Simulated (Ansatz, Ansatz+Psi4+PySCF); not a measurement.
```yaml
atoms:
  - { symbol: N, position_ang: [0.0000, 0.0000, 0.0000] }
  - { symbol: O, position_ang: [0.0000, 1.1783, 0.5001] }
  - { symbol: O, position_ang: [0.0000, -1.0310, 0.4376] }
```

Basis set: cc-pVTZ (spherical functions). Left uncorrelated: 3 orbitals. Correlation on ROHF uses semicanonical orbitals with singles. Charge 0, multiplicity 2.

Computed with Ansatz (development build ahead of 0.2.0); each method stands on the lowest determinant of its kind that the runs found.

The atomization energy at this shape (free ground-state atoms in the same class of orbitals less the molecule, no zero-point energy) of doublet NO2:

```tsv
method	atomization energy
ROHF-CCSD	186.07 kcal/mol
ROHF-MP2	227.51 kcal/mol
UHF-MP2	221.85 kcal/mol
```

(1) What does ROHF-CCSD(T) give?

## Answers

(1) 203.68 kcal/mol. Caution: the shape is not the minimum.
